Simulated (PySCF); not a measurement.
Level of theory: PBE-D3(BJ)/def2-TZVP // B3LYP-D3(BJ)/def2-TZVP run with PySCF. All species are isolated molecules in the gas phase. 

Reference species (SMILES): `[BH2]` (neutral, multiplicity 2).

```yaml
dipole_moment: 0.51 D
```

Changed species: `[NH2]` (radical fragment; the reference has radical fragment).

Q: Give the shifts of the dipole moment.

A: the dipole moment rises by 1.39 D, to 1.90 D.
